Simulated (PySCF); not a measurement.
Species: (CH3)2PPF2, C2H6F2P2.
InChI=1S/C2H6F2P2/c1-5(2)6(3)4/h1-2H3

Level: B3LYP/def2-SVPD in PySCF, non-relativistic, on one gas-phase PBE0-D3(BJ)/def2-SVP geometry that isn't relaxed in the solvent. The solvent is an IEF-PCM continuum (Bondi radii, 1.10 Å for H, scaled by 1.2), and excitations are vertical TDDFT with non-equilibrium linear response and a frozen core. The model holds no explicit solvent molecules, cavitation or dispersion.

Gas-phase singlets (H = HOMO, L = LUMO):

| state | E (eV) | λ (nm) | f | leading configurations |
| --- | --- | --- | --- | --- |
| S1 | 4.611 | 269 | 0.014 | H→L 95% |
| S2 | 5.276 | 235 | 0.206 | H→L+1 90% |
| S3 | 6.078 | 204 | 0.000 | H-1→L 92% |
| S4 | 6.260 | 198 | 0.010 | H-1→L+1 93% |
| S5 | 6.400 | 194 | 0.022 | H→L+2 95% |

Q: What are the lowest 5 singlets in cyclohexane (ε = 2.017)?

A: 
```csv
state,E (eV),λ (nm),f,leading configurations,change by rank (eV)
S1,4.605,269,0.018,H→L 92%,-0.006
S2,5.157,240,0.285,H→L+1 89%,-0.119
S3,6.063,204,0.001,H-1→L 90%,-0.015
S4,6.224,199,0.014,H-1→L+1 90%,-0.036
S5,6.451,192,0.045,H→L+3 97%,+0.051
```

Q: Give the list for chloroform (ε = 4.711), n² = 2.09.

A: 
| state | E (eV) | λ (nm) | f | leading configurations | change by rank (eV) |
| --- | --- | --- | --- | --- | --- |
| S1 | 4.628 | 268 | 0.018 | H→L 58%, H→L+1 41% | +0.017 |
| S2 | 5.159 | 240 | 0.290 | H→L+1 56%, H→L 40% | -0.117 |
| S3 | 6.070 | 204 | 0.001 | H-1→L 57%, H-1→L+1 41% | -0.008 |
| S4 | 6.213 | 200 | 0.014 | H-1→L+1 58%, H-1→L 40% | -0.047 |
| S5 | 6.484 | 191 | 0.047 | H→L+3 96% | +0.084 |

Q: How do the frontier levels move from gas to chloroform?

A: 
```json
{"orbital": "LUMO+2", "gas (eV)": "0.53", "solvent (eV)": "0.81", "change (eV)": "+0.28"}
{"orbital": "LUMO+1", "gas (eV)": "-0.86", "solvent (eV)": "-0.75", "change (eV)": "+0.11"}
{"orbital": "LUMO", "gas (eV)": "-0.89", "solvent (eV)": "-0.76", "change (eV)": "+0.13"}
{"orbital": "HOMO", "gas (eV)": "-6.61", "solvent (eV)": "-6.52", "change (eV)": "+0.09"}
{"orbital": "HOMO-1", "gas (eV)": "-8.03", "solvent (eV)": "-7.90", "change (eV)": "+0.13"}
{"orbital": "HOMO-2", "gas (eV)": "-9.74", "solvent (eV)": "-9.46", "change (eV)": "+0.28"}
{"orbital": "HOMO-3", "gas (eV)": "-10.21", "solvent (eV)": "-10.07", "change (eV)": "+0.14"}
```

The HOMO–LUMO gap goes from 5.72 to 5.76 eV. Rows go by rank; for LUMO and LUMO+1 the atom shares or the degeneracy differ between the runs, so the row needn't follow one orbital.

Time: 20 s wall; peak memory 0.89 GiB. Hardware: one thread of an Arm Neoverse V2 (shared host). This is the whole response run at B3LYP/def2-SVPD in chloroform, SCF included.

Conformer computed: `[CH3:1][P:2]([CH3:3])[P:4]([F:5])[F:6]`: C1–P2–P4–F5 87°.
